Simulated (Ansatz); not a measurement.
A made-up structure of CH₅AlN (charge -1), singlet:

C1  (-0.840, 0.799, -1.222)
Al2  (-0.053, 0.380, 0.382)
N3  (0.771, -1.196, 0.823)
H4  (-0.892, 0.156, -2.104)
H5  (-0.794, 0.281, 1.706)
H6  (0.028, 1.339, 1.697)
H7  (1.340, -1.305, 1.647)
H8  (0.979, -1.932, 0.166)
(Å)

It is relaxed with PBE-D4/def2-SVPD and then PBE0-D4/def2-TZVPD (Ansatz 0.2.0). Atoms count as bonded within 1.22 times the sum of their covalent radii (H–H: 0.88 Å). The end point is not checked to be a true minimum.

**Question.** Does its bonding change? (A judgement: the text doesn't fix the answer.)

**Answer.** By the calculation: Yes. Formed: C1–H5; broken: Al2–H5.

Where it ends: The first stage lowers the energy by 4.81 eV in 26 steps. It ends as CH₅AlN ([CH2][AlH][NH2]), total charge -1:
```tsv
atom	x (Å)	y (Å)	z (Å)
C1	-1.2424	0.4579	-0.4604
Al2	0.1323	0.2267	0.7330
N3	1.2475	-1.2181	0.8524
H4	-1.5478	-0.2474	-1.2369
H5	-1.8614	1.3582	-0.4620
H6	0.5920	1.2742	1.8935
H7	2.0012	-1.2983	1.5151
H8	1.2180	-2.0322	0.2597
```

Labels in which every atom is bracketed show which atoms are joined, not bond orders.

For scale, one of the runs: PBE0-D4/def2-TZVPD relaxation, 162 basis functions, launched by `ansatz run in.yaml --threads 2 --pin off --events-out ev --progress --plain --max-ram 4352MiB`. Hardware: 2 CPU threads of an Arm Neoverse V2, shared host. Wall time about 18 s.
